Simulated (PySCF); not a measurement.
Level of theory and gas-phase deprotonation enthalpies: methyl cation

Structure: `[CH3+]` ([CH3]+). Optimised structure (Å), atoms numbered from 1:
```
C     0.0053    0.0024   -0.0110
H     1.0554   -0.3258    0.0795
H    -0.8039   -0.7461   -0.0725
H    -0.2359    1.0794   -0.0415
```

All levels share the PBE0-D3(BJ)/ma-def2-SVP structures and the PBE0-D3(BJ)/ma-def2-SVP thermal terms; only the single-point energies (PySCF) change. Values are gas-phase deprotonation enthalpies (298 K, kJ/mol).

```jsonl
{"level": "HF/ma-def2-TZVP", "C1": "781", "time": "0.45 s"}
{"level": "LDA/ma-def2-TZVP", "C1": "784", "time": "1.2 s"}
{"level": "r2SCAN-D3(BJ)/ma-def2-TZVP (grid 3)", "C1": "786", "time": "3.2 s"}
{"level": "PBE0-D3(BJ)/def2-SV(P)", "C1": "795", "time": "0.77 s"}
{"level": "PBE0-D3(BJ)/ma-def2-SVP", "C1": "797", "time": "0.86 s"}
{"level": "PBE0-D3(BJ)/def2-SVPD", "C1": "800", "time": "1 s"}
{"level": "PBE-D3(BJ)/ma-def2-TZVP", "C1": "800", "time": "1.5 s"}
{"level": "OPBE/ma-def2-TZVP", "C1": "801", "time": "1.6 s"}
{"level": "PBE0-D3(BJ)/aug-cc-pVDZ", "C1": "801", "time": "1.1 s"}
{"level": "PBE0-D3(BJ)/def2-SVP", "C1": "802", "time": "0.82 s"}
{"level": "LC-ωPBE/ma-def2-TZVP", "C1": "802", "time": "2 s"}
{"level": "PBE0-D3(BJ)/6-31+G*", "C1": "804", "time": "0.8 s"}
{"level": "HSE06/ma-def2-TZVP", "C1": "804", "time": "2.2 s"}
{"level": "PBE0-D3(BJ)/def2-TZVPD", "C1": "805", "time": "1.4 s"}
{"level": "PBE0-D3(BJ)/ma-def2-TZVP", "C1": "805", "time": "–"}
{"level": "PBE0-D3(BJ)/aug-pcseg-1", "C1": "805", "time": "1.1 s"}
{"level": "PBE0-D3(BJ)/6-311+G**", "C1": "805", "time": "1 s"}
{"level": "PBE0-D3(BJ)/def2-TZVP", "C1": "805", "time": "1.1 s"}
{"level": "PBE0-D3(BJ)/jun-cc-pV(T+d)Z", "C1": "805", "time": "1.7 s"}
{"level": "PBE0-D3(BJ)/aug-cc-pVTZ", "C1": "805", "time": "2.4 s"}
{"level": "PBE0-D3(BJ)/pcseg-1", "C1": "805", "time": "0.84 s"}
{"level": "PBE0-D3(BJ)/def2-TZVPP", "C1": "805", "time": "1.5 s"}
{"level": "PBE0-D3(BJ)/aug-cc-pVQZ", "C1": "806", "time": "6.2 s"}
{"level": "PBE0-D3(BJ)/pcseg-2", "C1": "806", "time": "1.4 s"}
{"level": "PBE0-D3(BJ)/def2-QZVPPD", "C1": "806", "time": "4.1 s"}
{"level": "PBE0-D3(BJ)/cc-pVDZ", "C1": "806", "time": "0.83 s"}
{"level": "PBE0-D3(BJ)/def2-QZVP", "C1": "806", "time": "3.5 s"}
{"level": "PBE0-D3(BJ)/6-311++G(2d,2p)", "C1": "806", "time": "1.3 s"}
{"level": "PBE0-D3(BJ)/cc-pVTZ", "C1": "807", "time": "1.5 s"}
{"level": "BP86-D3(BJ)/ma-def2-TZVP", "C1": "810", "time": "1.5 s"}
{"level": "TPSS-D3(BJ)/ma-def2-TZVP (grid 3)", "C1": "811", "time": "3.6 s"}
{"level": "TPSSh-D3(BJ)/ma-def2-TZVP (grid 3)", "C1": "811", "time": "3.3 s"}
{"level": "PBE0-D3(BJ)/6-31G", "C1": "811", "time": "0.71 s"}
{"level": "PBE0-D3(BJ)/6-31G*", "C1": "814", "time": "0.81 s"}
{"level": "M06-2X/ma-def2-TZVP (grid 3)", "C1": "814", "time": "3.3 s"}
{"level": "CAM-B3LYP-D3(BJ)/ma-def2-TZVP", "C1": "816", "time": "1.4 s"}
{"level": "M06-L/ma-def2-TZVP (grid 3)", "C1": "817", "time": "3.7 s"}
{"level": "M06/ma-def2-TZVP (grid 3)", "C1": "820", "time": "3.2 s"}
{"level": "BLYP-D3(BJ)/ma-def2-TZVP", "C1": "822", "time": "1.5 s"}
{"level": "ωB97M-D3(BJ)/ma-def2-TZVP (grid 3)", "C1": "823", "time": "2.4 s"}
{"level": "B3LYP-D3(BJ)/ma-def2-TZVP", "C1": "826", "time": "1.2 s"}
{"level": "BHandHLYP/ma-def2-TZVP", "C1": "828", "time": "1.2 s"}
{"level": "B97-2/ma-def2-TZVP", "C1": "842", "time": "1.2 s"}
{"level": "ωB97X-D3(BJ)/ma-def2-TZVP", "C1": "844", "time": "1.4 s"}
```

Times are wall times for all single points of a level on 1 thread of Arm Neoverse N1, a shared host; the dash marks the run that also made the structures. BLYP, BP86, HSE06, LC-ωPBE, LDA, M06-L, OPBE, PBE, TPSS, r2SCAN ran on a slower path of this set-up, which computes the density-fitting integrals anew in every SCF cycle while the other levels store them. So the times needn't show the usual order of cost, and those levels read slower than they are.

Hartree-Fock leaves out electron correlation, so its deprotonation energies can be off by tens of kJ/mol.

The spread: 63 kJ/mol, from 781 to 844.
